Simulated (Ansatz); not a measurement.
Mulliken charges of C3H4F2O (`CC(=O)C(F)F`) from ωB97M-V/def2-TZVPP in Ansatz (PBE0-D4/def2-TZVP geometry).

```
atom   x (Å)   y (Å)   z (Å)  charge (e)
  C1  -0.457  -0.962   0.743      -0.308
  C2   0.635  -0.261   0.002       0.182
  O3   1.775  -0.632  -0.060      -0.258
  C4   0.241   1.029  -0.729       0.277
  F5  -0.720   0.753  -1.644      -0.190
  F6  -0.278   1.913   0.157      -0.190
  H7  -0.065  -1.859   1.217       0.123
  H8  -1.265  -1.220   0.053       0.128
  H9  -0.884  -0.292   1.494       0.128
 H10   1.101   1.480  -1.231       0.107
```

Q: By hand: the dipole of these point charges (1 e Å = 4.8032 D).

A: Σ q r = (-0.111, -0.073, 0.084) e Å, of length 0.157 e Å = 0.75 D.

Q: How does the dipole of the full density compare? (Best estimate.)

A: Computed: (-0.231, -0.053, 0.101) e Å, 1.24 D; the point charges give 0.60 times that, at 20° from its direction.

Point charges leave out the atoms' own dipoles, such as those of lone pairs, and Mulliken's split depends on the basis, so the two needn't agree.
